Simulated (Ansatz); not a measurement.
**Lanthanum, dhcp: convergence with Fermi-Dirac smearing**

Computed with Ansatz, PBE, scalar-relativistic PAW, on the relaxed cell (a = 3.773 Å, c = 12.113 Å (c/a = 3.211); spin not included). Errors count from a run at 420 eV on a Γ-centred 13×13×4 mesh with Fermi-Dirac smearing of 0.1 eV, extrapolated to zero width. Fixed here: cutoff 420 eV, mesh 10×10×3. The SCF starts from atomic densities corrected by a trained network.

| width (eV) | E(σ→0) error (meV/atom) | F error (meV/atom) | P (GPa) | SCF iterations |
| --- | --- | --- | --- | --- |
| 0.01 | 0.6 | 0.3 | -0.02 | 7 |
| 0.03 | 0.5 | -2.2 | -0.02 | 6 |
| 0.2 | 0.7 | -110.8 | 0.30 | 7 |
| 0.3 | 10.7 | -254.2 | 0.94 | 6 |
| 0.6 | 19.6 | -1084.0 | 3.95 | 7 |
| 1.0 | -242.3 | -2919.1 | 7.83 | 8 |

Q: What does the run at 0.1 give (width)?

A: E(σ→0) error (meV/atom): -0.1; F error (meV/atom): -27.8; P (GPa): 0.00; SCF iterations: 7.
